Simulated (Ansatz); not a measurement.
**N2+ (quartet): the correlation ladder, def2-TZVPP**

An exercise on one series of results from a longer session: the logs are not shown, and one member is left open.

The runs use Ansatz 0.2.0, Gaussian basis; def2-TZVPP, core rule «outside noble gas», up to 2 orbitals frozen.

The runs, in order: UHF; ROHF; CCSD(T) on UHF.

## The system

The geometry is a PBE0/def2-TZVP stationary point (not a proven minimum) of the parent state, kept for this charge and spin.

2 atoms, charge 1, spin multiplicity 4.

Atoms are counted from 1 here; the program's logs count them from 0.

Bond lengths: N1–N2 1.102 Å.

The first run:

Input file in.yaml:

```yaml
crystal:
  periodic: [false, false, false]
  atoms:
    - {symbol: N, position_ang: [0.000000, 0.000000, 0.000000]}
    - {symbol: N, position_ang: [0.000000, 0.000000, 1.102000]}
basis:
  gaussian: {orbitals: def2-TZVPP}
total_charge: 1
magnetization: {spin_polarized: true, initial_magnetization: 3}
hamiltonian: {xc: hf}
output: {orbitals: {seedname: orbitals}}
```

Run with:

```sh
ansatz run in.yaml --threads 1 --pin off --events-out ev --progress --plain --max-ram 2816MiB --backend cpu
```

Steps of the session up to this table: UHF; ROHF; CCSD(T) on UHF.

One table of the session follows, with a row left open; its other results are not shown here.

| method | from UCCSD(T) (kJ/mol) |
| --- | --- |
| ROHF | ? |
| UMP2 | +108.4 |
| UCCSD | +45.5 |
| UCCSD(T) | 0 |

**Question.** Estimate the row for ROHF.

The run gave: from UCCSD(T) (kJ/mol): +845.8. In the column «from UCCSD(T) (kJ/mol)» it is the highest.

Left out of the table: UHF (another determinant or state than the rows shown).

The program flags UCCSD(T) as in doubt (see the logs), so the zero of the table is itself unsure.

Limits of these values: The program flags UCCSD(T) as in doubt, so the zero of the table is itself unsure. Warnings: spin contamination; coupled cluster took another determinant than the lowest.
